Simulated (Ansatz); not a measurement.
# How the band gap of Na₃Sb (P6₃/mmc, No. 194) moves with the method

The reference, 1.1 eV (measured, temperature not stated, no zero-point or thermal correction, compiled measured gap; kind and temperature not stated; as tabulated in Kothakonda et al. (2022), arXiv:2208.02841), is not set against levels without spin–orbit coupling, which matters for this solid.

```tsv
level (code)	value (eV)
LDA (Ansatz)	0.32
PBEsol (Ansatz)	___
B3LYP (VWN-RPA form) (Ansatz)	1.41
HSE06 (Ansatz)	0.97
PBE0 (Ansatz)	1.51
```

Q: Complete the blanks.

A: 
- PBEsol (Ansatz, a program for electronic structure), value (eV): 0.39

Computed values are for a static lattice. Levels without +SOC have no spin–orbit coupling; where heavier elements are present it shifts gaps, mostly down, and can invert bands.  Values are at the measured cell. Cutoffs differ between the levels. Ansatz's density-functional and Hartree–Fock values are scalar-relativistic unless marked +SOC, with PAW data made under PBE.
